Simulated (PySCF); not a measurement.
C5H7Cl.
SMILES: `[C@@H]1(C2(CC2)C1)Cl`

The calculation used PBE0-D3(BJ)/def2-SVP geometry optimisation, gas phase in PySCF.

Take the most abundant isotopes and a rigid rotor. 

Problem. What are A, B and C (MHz)?

Solution. Ia = 85.84, Ib = 257.70, Ic = 296.19 u·Å²; 505379 MHz·u·Å²/I gives A = 5887, B = 1961, C = 1706 MHz.

Problem. What kind of rotor is it?

Solution. An asymmetric top: κ = (2 × 1961 − 5887 − 1706)/(5887 − 1706) = -0.88.

Problem. Is it planar, by Δ = Ic − Ia − Ib?

Solution. Not planar: Δ = Ic − Ia − Ib = -47.35 u·Å². For a rigid frame Δ = −2 Σ m c², so Σ m c² = 23.67 u·Å² lies off the ab plane: 9.87 from hydrogen and 13.81 from heavier atoms. The atom farthest from that plane is 1.57 Å away.

Problem. Give the other two planar moments, Paa and Pbb, and the rms extents of the mass along the axes.

Solution. Paa = Σ m a² = (Ib + Ic − Ia)/2 = 234.02 and Pbb = Σ m b² = (Ia + Ic − Ib)/2 = 62.17 u·Å². With the mass M = 102.02 u, the rms extents √(P/M) along a, b and c are 1.51, 0.78, 0.48 Å.

Problem. Give the coordinates in the principal-axis frame, origin at the centre of mass.

Solution. The sense of each axis is arbitrary; atoms in the order of the calculation.
```csv
atom,mass (u),a (Å),b (Å),c (Å)
Cl1,34.969,1.802,0.383,0.004
C2,12.000,0.407,-0.568,0.510
C3,12.000,-0.288,-1.461,-0.491
C4,12.000,-0.925,-0.216,-0.002
C5,12.000,-2.208,0.259,0.562
C6,12.000,-1.535,0.997,-0.578
H7,1.008,0.516,-0.917,1.540
H8,1.008,-0.652,-2.430,-0.135
H9,1.008,0.112,-1.458,-1.509
H10,1.008,-3.111,-0.316,0.336
H11,1.008,-2.198,0.724,1.552
H12,1.008,-1.048,1.952,-0.358
H13,1.008,-1.985,0.929,-1.573
```

Problem. Predict some low-J microwave lines.

Solution. The dipole components are |μa| = 1.63 D, |μb| = 0.75 D, |μc| = 0.27 D. The squared components, which scale the intensities, stand as 1.00 : 0.21 : 0.03 (a : b : c). Some lines, for components of 0.1 D or more:

| type | branch | J(Ka,Kc) | MHz | lower level (cm⁻¹) |
| --- | --- | --- | --- | --- |
| b | Q | 2(1,1) ← 2(0,2) | 4448 | 0.367 |
| a | R | 2(1,1) ← 1(1,0) | 7590 | 0.262 |
| a | R | 3(1,3) ← 2(1,2) | 10613 | 0.489 |
| c | Q | 4(2,3) ← 4(1,3) | 10910 | 1.400 |
| b | R | 2(1,2) ← 1(0,1) | 11006 | 0.122 |
| a | R | 3(1,2) ← 2(1,1) | 11377 | 0.515 |
| b | Q | 3(2,2) ← 3(1,3) | 12933 | 0.843 |
| a | R | 4(1,4) ← 3(1,3) | 14137 | 0.843 |
| a | R | 4(0,4) ← 3(0,3) | 14551 | 0.732 |
| a | R | 5(0,5) ← 4(0,4) | 18104 | 1.217 |
| a | R | 5(2,3) ← 4(2,2) | 18543 | 1.770 |
| b | R | 2(2,0) ← 1(1,1) | 19635 | 0.253 |
| b | Q | 3(3,0) ← 3(2,1) | 20216 | 1.277 |
| b | Q | 5(3,3) ← 5(2,4) | 20372 | 2.375 |
| c | R | 3(2,2) ← 2(1,2) | 23545 | 0.489 |
| b | R | 3(2,1) ← 2(1,2) | 23605 | 0.489 |
| b | R | 3(3,1) ← 2(2,0) | 31265 | 0.908 |
| c | R | 3(3,0) ← 2(2,0) | 31266 | 0.908 |
| c | Q | 5(5,1) ← 5(4,1) | 36457 | 4.000 |
| c | R | 5(4,2) ← 4(3,2) | 46718 | 2.441 |
| b | R | 5(5,1) ← 4(4,0) | 54821 | 3.387 |

Problem. Estimate the classical rotational partition function at 50 K, 100 K and 500 K.

Solution. Point group C1, symmetry number σ = 1; q = (√π/σ)·√((kT/h)³/(ABC)), k/h = 20836.6 MHz/K: 13400 at 50 K, 38000 at 100 K, 425000 at 500 K.

Whether it is a minimum is left open (no frequencies). No vibrational averaging or centrifugal distortion is included, and the geometry carries the error of its method. Quadrupole hyperfine structure (35Cl) is left out.
